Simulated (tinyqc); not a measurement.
Inside a calculation. Method: RKS/PBE0 in the sto-6g basis, for BH2+, spin multiplicity 1. One step of it, computed by the program tinyqc.

Problem. Iteration 1: diagonalisation and new density. Diagonalise F' = X^T F X, C = X C', fill 3 alpha and 3 beta electrons from the bottom; D = 2 C_occ C_occ^T; the new density keeps 0.5 of the old one (damping). Each column has its largest component positive (the first on a tie).

Kohn-Sham matrix F (hartree), lower triangle:
```
            1B 1s      1B 2s    1B 2px     1B 2py     1B 2pz      2H 1s      3H 1s
1B 1s   -6.372256
1B 2s   -1.854644  -0.878816
1B 2px   0.000000   0.000000  0.023574
1B 2py  -0.001214  -0.010307  0.000000  -0.182375
1B 2pz   0.015678  -0.026301  0.000000  -0.002864   0.010885
2H 1s   -0.236953  -0.318808  0.000000  -0.260725  -0.088151  -0.431232
3H 1s   -0.193940  -0.279600  0.000000   0.235502  -0.080269  -0.030049  -0.422761
```

X, lower triangle:
```
            1B 1s      1B 2s    1B 2px     1B 2py     1B 2pz      2H 1s     3H 1s
1B 1s    1.029444
1B 2s   -0.150153   1.117122
1B 2px   0.000000   0.000000  1.000000
1B 2py  -0.001148   0.011794  0.000000   1.102756
1B 2pz  -0.004291   0.033345  0.000000   0.004068   1.012444
2H 1s    0.020484  -0.195209  0.000000  -0.211757  -0.072586   1.112902
3H 1s    0.018809  -0.167234  0.000000   0.187103  -0.063414  -0.016959  1.088431
```

D at the start, lower triangle:
```
            1B 1s      1B 2s    1B 2px     1B 2py     1B 2pz      2H 1s     3H 1s
1B 1s    2.149105
1B 2s   -0.568611   2.153484
1B 2px   0.000000   0.000000  0.000000
1B 2py  -0.004072   0.019999  0.000000   2.259052
1B 2pz  -0.157821   0.656724  0.000000   0.004956   0.200396
2H 1s    0.053990  -0.177039  0.000000  -0.233977  -0.053815   0.038478
3H 1s    0.049984  -0.164914  0.000000   0.221816  -0.050356  -0.009391  0.034733
```

overlap S, lower triangle:
```
           1B 1s     1B 2s    1B 2px     1B 2py    1B 2pz     2H 1s     3H 1s
1B 1s   1.000000
1B 2s   0.264891  1.000000
1B 2px  0.000000  0.000000  1.000000
1B 2py  0.000000  0.000000  0.000000   1.000000
1B 2pz  0.000000  0.000000  0.000000   0.000000  1.000000
2H 1s   0.033388  0.325772  0.000000   0.348399  0.124376  1.000000
3H 1s   0.027315  0.290617  0.000000  -0.317506  0.113214  0.024636  1.000000
```

Give: F' = X^T F X; orbital energies; coefficients C; D after iteration 1.

Solution.

F' = X^T F X (hartree), lower triangle:
```
         1        2       3        4        5        6        7
1  -6.2139
2  -0.9857  -0.4286
3   0.0000   0.0000  0.0236
4  -0.0020   0.0035  0.0000  -0.0346
5   0.0097   0.0141  0.0000   0.0029   0.0302
6  -0.0058  -0.1652  0.0000  -0.2096  -0.0732  -0.2996
7   0.0024  -0.1411  0.0000   0.1849  -0.0639  -0.0220  -0.3206
```

orbital energies (hartree): MO1 -6.3775, MO2 -0.5236, MO3 -0.4668, MO4 -0.1172, MO5 0.0236, MO6 0.0686, MO7 0.1493

coefficients C:
```
            MO1      MO2      MO3      MO4     MO5      MO6      MO7
1B 1s    0.9911  -0.1821  -0.0199  -0.2427  0.0000  -0.0850  -0.0322
1B 2s    0.0331   0.5130   0.0624   0.9490  0.0000   0.3810   0.1545
1B 2px   0.0000   0.0000   0.0000   0.0000  1.0000   0.0000   0.0000
1B 2py   0.0006   0.0580  -0.3546  -0.0605  0.0000  -0.2031   1.0593
1B 2pz  -0.0012   0.0689   0.0084  -0.3416  0.0000   0.9405   0.1717
2H 1s   -0.0057   0.5289  -0.4727  -0.4996  0.0000  -0.2566  -0.7133
3H 1s   -0.0050   0.3883   0.6316  -0.5310  0.0000  -0.4566   0.4606
```

D after iteration 1, lower triangle:
```
          1B 1s   1B 2s  1B 2px   1B 2py  1B 2pz    2H 1s   3H 1s
1B 1s    2.0905
1B 2s   -0.3462  1.3449
1B 2px   0.0000  0.0000  0.0000
1B 2py  -0.0049  0.0176  0.0000   1.2587
1B 2pz  -0.0928  0.3642  0.0000   0.0035  0.1050
2H 1s   -0.0656  0.1531  0.0000   0.0813  0.0056   0.5224
3H 1s   -0.0632  0.1560  0.0000  -0.0906  0.0069  -0.0979  0.5670
```
